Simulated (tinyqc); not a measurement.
Ways to converge the cycle: SCF convergence aids in the sto-3g basis, for LiH, spin multiplicity 1. Computed by the program tinyqc with PySCF. 

Geometry (angstrom):
```
atom,x,y,z
Li,0.0000,0.0000,0.0000
H,0.0000,0.0000,1.3760
```

lowest restricted solution found by these runs and by PySCF = -7.859069 hartree

RHF with one setting changed at a time; a run stops when the energy changes by less than 1e-09 hartree and the error matrix is below 1e-5. The start is the Wolfsberg-Helmholz matrix. Damping d keeps d of the old density; a shift (hartree) raises the virtual levels; DIIS n extrapolates F over n matrices.

Largest element of the error matrix X^T (FDS - SDF) X:
```
iteration,plain,damping 0.3,damping 0.6,shift 0.4,DIIS 3,DIIS 8
1,9.8e-02,9.8e-02,9.8e-02,9.8e-02,9.8e-02,9.8e-02
2,2.6e-02,4.8e-02,7.0e-02,5.3e-02,2.6e-02,2.6e-02
3,1.3e-02,2.5e-02,5.0e-02,3.2e-02,1.1e-02,1.1e-02
4,7.0e-03,1.4e-02,3.6e-02,2.1e-02,7.4e-04,7.4e-04
5,3.8e-03,9.1e-03,2.6e-02,1.6e-02,7.8e-05,1.0e-04
6,2.0e-03,6.2e-03,1.9e-02,1.3e-02,4.7e-06,1.8e-05
8,5.7e-04,2.8e-03,1.1e-02,7.8e-03,-,-
10,1.6e-04,1.3e-03,6.8e-03,4.7e-03,-,-
14,1.3e-05,2.6e-04,3.0e-03,1.7e-03,-,-
20,-,2.4e-05,8.7e-04,3.5e-04,-,-
30,-,-,1.1e-04,2.5e-05,-,-
```

How each run ends:
```
run,iterations,E (hartree),state
plain,15,-7.85907,lowest found
damping 0.3,23,-7.85907,lowest found
damping 0.6,42,-7.85907,lowest found
shift 0.4,34,-7.85907,lowest found
DIIS 3,7,-7.85907,lowest found
DIIS 8,7,-7.85907,lowest found
```

6 of 6 runs reach the lowest restricted solution found, in 7 to 42 iterations (fastest: DIIS 3, DIIS 8). Plain steps already contract here, so damping only slows them. DIIS 3 and DIIS 8 gain by cancelling the error over several earlier matrices, much as a quasi-Newton step does.
